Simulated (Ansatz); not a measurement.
Frontier orbitals of `C#CC(F)(F)F`.

Total charge 0; spin multiplicity 1. All single points use the PBE0-D4/def2-TZVP geometry. Basis def2-TZVPP, the Gaussian-basis code of Ansatz.

Orbital energies of one run (eV). Highest occupied ones, from the top: -8.19, -8.19, -10.07, -10.46, -10.80, -10.80, -11.74, -11.74, -13.69, -15.29, -15.29, -16.04, -18.18, -20.14. Empty: -1.60, -1.60, 0.97, 1.56, 2.92, 3.49.

(1) Which functional gave them?
A. ωB97M-V
B. LDA (SPW92)
C. r2SCAN0
D. HSE06 (plane-wave form)

Results:

(1) B. HOMO energies: LDA (SPW92) -8.19, ωB97M-V -11.62, r2SCAN0 -9.49, HSE06 -8.89 eV.
